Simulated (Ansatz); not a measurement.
# Ligand exchange: Mg(CH3)F + BH2(NH2) → Mg(CH3)(NH2) + BH2F

Species: Mg(CH3)F, singlet; BH2(NH2), singlet; Mg(CH3)(NH2), singlet; BH2F `BF`, singlet. The partners trade F for NH2: Mg–F and B–NH2 bonds give way to Mg–NH2 and B–F.

Shapes, held fixed at every level: PBE0-D4/def2-TZVP. Programs: Ansatz 0.2.0. Electronic energies: no zero-point or thermal term.

```csv
level,kind,ΔE (kJ/mol),less CCSD(T)/def2-TZVPP
HF/def2-TZVPP,Hartree–Fock,+121.2,-4.8
BHLYP-D4/def2-TZVPP,global hybrid,+131.7,+5.7
wB97M-V/def2-TZVPP,range-separated hybrid,+132.3,+6.3
wB97X-V/def2-TZVPP,range-separated hybrid,+132.2,+6.2
MP2/def2-TZVPP,perturbation theory,+128.6,+2.6
CCSD(T)/def2-SVP,coupled cluster or CI,+141.7,+15.7
CCSD/def2-TZVPP,coupled cluster or CI,+125.6,-0.4
CCSD(T)/def2-TZVPP,coupled cluster or CI,+126.0,0.0
```

The highest level, CCSD(T)/def2-TZVPP, gives ΔE = +126.0 kJ/mol; the levels span +121.2 to +141.7. The column of differences is taken from that level and isn't an error. No measured value is set beside it here. Outer-core shells of Mg are correlated in most correlated rows, in sets that cover them unevenly.
